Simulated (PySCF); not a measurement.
Stepwise substitution at one centre (B F-CH3). All species are isolated molecules in the gas phase. Strings in code marks are SMILES.

The S1 excitation (TDA) from two functionals at the same geometries (PBE0-D3(BJ)/def2-TZVP), both in PySCF: PBE-D3(BJ)/def2-TZVP and TPSSh-D3(BJ)/def2-TZVP. Excitations are Tamm–Dancoff values on a coarser integration grid. The basis has no diffuse functions, so Rydberg states are missing or too high.

```json
[
 {"species": "0 of 3 F replaced by CH3", "TPSSh-D3(BJ)/def2-TZVP (eV)": "10.43"},
 {"species": "1 of 3 F replaced by CH3", "TPSSh-D3(BJ)/def2-TZVP (eV)": "8.71"},
 {"species": "2 of 3 F replaced by CH3 (`CB(C)F`)", "TPSSh-D3(BJ)/def2-TZVP (eV)": "6.79"},
 {"species": "3 of 3 F replaced by CH3", "TPSSh-D3(BJ)/def2-TZVP (eV)": "6.49"}
]
```

Q: What does PBE-D3(BJ)/def2-TZVP give for each?

A: 
- 0 of 3 F replaced by CH3: 9.73
- 1 of 3 F replaced by CH3: 8.27
- 2 of 3 F replaced by CH3 (`CB(C)F`): 6.41
- 3 of 3 F replaced by CH3: 6.13
Over these rows, drawn at random from the members with no instability flagged (it was tested for open shells, ions and some series alone), PBE minus TPSSh-D3(BJ): mean -0.47 eV, from -0.70 eV to -0.37 eV.
